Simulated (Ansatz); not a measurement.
We consider hcp Be, described by r²SCAN-D4 (PAW; Ansatz, a quantum-chemistry and plane-wave program).

Settings: plane-wave cutoff 560 eV, 30×30×16 k mesh (along the axes of the cell as run), Fermi–Dirac smearing 0.05 eV, scalar-relativistic PAW data made under PBE.

Properties against volume:

Shape and atoms are relaxed at each volume.

| V (Å³/atom) | P (GPa) | c (Å) | a (Å) |
|---|---|---|---|
| 7.540 | 5.49 | 3.513 | 2.227 |
| 7.698 | 2.63 | 3.535 | 2.243 |
| 7.855 | 0.00 | 3.557 | 2.258 |
| 8.012 | -2.41 | 3.579 | 2.274 |
| 8.169 | -4.62 | 3.600 | 2.289 |

Note: the bulk modulus comes from volumes at which shape and atoms were relaxed.
